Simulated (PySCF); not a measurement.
TDDFT excited states: BH3O2

Boronic acid, BH3O2.
SMILES: `OBO`

Level of theory: TDDFT B3LYP/def2-SVPD, vertical, gas phase, core orbitals frozen in the response (PySCF 2.14.0, density-fitted response routines). One conformer (not necessarily the lowest) at the PBE0-D3(BJ)/def2-SVP geometry, without solvent, vibrations or thermal averaging. Torsions of this conformer, `[OH:1][BH:2][OH:3]`: H–O1–B2–O3 -179°, H–O3–B2–O1 180°.

| state | λ (nm) | E (eV) | f | \|μ\| (D) | symmetry | main configurations (H = HOMO, L = LUMO) |
| --- | --- | --- | --- | --- | --- | --- |
| S1 | 156.3 | 7.93 | 0.0001 | 0.07 | – | H→L (98%) |
| S2 | 155.2 | 7.99 | 0.0000 | 0.01 | – | H-1→L (98%) |
| S3 | 154.1 | 8.04 | 0.015 | 0.70 | B1 or B2 | H→L+1 (98%) |
| S4 | 147.3 | 8.42 | 0.0043 | 0.36 | B1 or B2 | H→L+2 (90%), H-1→L+1 (8%) |
| S5 | 144.9 | 8.56 | 0.044 | 1.17 | B1 or B2 | H-1→L+2 (95%) |
| S6 | 136.9 | 9.05 | 0.125 | 1.91 | B1 or B2 | H-1→L+1 (84%) |
| S7 | 126.1 | 9.83 | 0.041 | 1.05 | B1 or B2 | H-2→L (96%) |
| S8 | 126.0 | 9.84 | 0.263 | 2.65 | A1 | H→L+3 (99%) |
| S9 | 125.0 | 9.92 | 0.053 | 1.19 | B1 or B2 | H-3→L (93%) |
| S10 | 124.8 | 9.94 | 0.0004 | 0.10 | – | H-1→L+3 (94%) |

Triplets, Tamm–Dancoff:

| state | E (eV) | λ (nm) | main configurations (H = HOMO, L = LUMO) |
| --- | --- | --- | --- |
| T1 | 7.41 | 167.2 | H→L+1 (97%) |
| T2 | 7.58 | 163.6 | H-1→L+1 (97%) |
| T3 | 7.66 | 161.8 | H→L (97%) |
| T4 | 7.80 | 159.0 | H-1→L (95%) |

The lowest singlet comes at 156 nm (766 kJ/mol) in the vacuum ultraviolet; it is dark (f under 0.0005); its leading configuration is HOMO→LUMO (98%). The strongest level in the table is S8 at 9.84 eV (126 nm, f = 0.263). S7/S8 lie within about 0.01 eV of each other. Löwdin shares by element: HOMO oxygen 51%, boron 24%, hydrogen 22% or more; LUMO boron 53%, hydrogen 22% or more, oxygen 11% or more. Of the 10 states listed, 6 reach f = 0.01 and 3 stay under 0.0005. Weighted by f, the mean energy of these states is 9.50 eV. The oscillator strengths of these states sum to 0.546; summed over the whole spectrum of an exact calculation they would give the number of electrons, 24 (Thomas–Reiche–Kuhn). All these states lie below the vertical ionisation energy of 11.94 eV (ΔSCF). Symmetry labels in C2v follow from the direction of the transition dipole and are given only for states with f of 0.002 or more; B1 and B2 swap with the choice of axes. The window holds the lowest 10 singlets.
